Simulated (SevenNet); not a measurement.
bcc Na

Method: the machine-learned potential SevenNet-l3i5 (trained on PBE and PBE+U data).

Cell (relaxed at this level):

```cif
data_Na2
_chemical_formula_sum 'Na2'
_space_group_name_H-M_alt 'Im-3m'
_space_group_IT_number 229
_space_group_name_Hall '-I 4 2 3'
_cell_length_a 4.18790
_cell_length_b 4.18790
_cell_length_c 4.18790
_cell_angle_alpha 90.000
_cell_angle_beta 90.000
_cell_angle_gamma 90.000
loop_
_atom_site_label
_atom_site_type_symbol
_atom_site_symmetry_multiplicity
_atom_site_Wyckoff_symbol
_atom_site_fract_x
_atom_site_fract_y
_atom_site_fract_z
_atom_site_occupancy
Na1 Na 2 a 0.00000 0.00000 0.00000 1
```
(The calculation used a cell of 1 atom; values per cell refer to that cell.)

For bcc Na, the bulk modulus is 6.87 GPa and the vacancy formation energy comes out as 0.16 eV.

Measured, for comparison: bulk modulus 7.9 GPa (0 K value with the zero-point phonon effect removed, our sources range from 7.63 to 7.91; as tabulated in Mejia-Rodriguez and Trickey (2018), arXiv:1807.09216); vacancy formation energy 0.36 eV (not corrected to a static lattice, monovacancy; as tabulated in Riffe and Christensen (2024), arXiv:2406.09527). Computed (rounded) less measured: bulk modulus -13 % (-10 % to -13 % over the range), vacancy formation energy -0.20 eV.

A machine-learned potential is trained on density-functional data: it inherits that level's misses and adds fitting errors of its own.

Note: elastic tensor is not positive definite: mechanically unstable at this level.
